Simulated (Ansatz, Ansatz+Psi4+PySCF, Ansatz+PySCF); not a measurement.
```yaml
atoms:
  - { symbol: C, position_ang: [0.0000, 0.0000, 0.0000] }
  - { symbol: H, position_ang: [0.0000, 1.0784, 0.0000] }
  - { symbol: H, position_ang: [0.9339, -0.5392, 0.0000] }
  - { symbol: H, position_ang: [-0.9339, -0.5392, 0.0000] }
```

Basis set: cc-pVTZ (spherical functions). Left uncorrelated: 1 orbital. Correlation on ROHF uses semicanonical orbitals with singles. Charge 0, multiplicity 2.

Computed with Ansatz (development build ahead of 0.2.0); each method stands on the lowest determinant of its kind that the runs found.

(1) Give the atomization energy at this shape (free ground-state atoms in the same class of orbitals less the molecule, no zero-point energy) of doublet CH₃ by UHF-CCSD(T), ROHF-MP2.

Results:

(1)

```tsv
method	atomization energy
UHF-CCSD(T)	13.08 eV
ROHF-MP2	13.01 eV
```
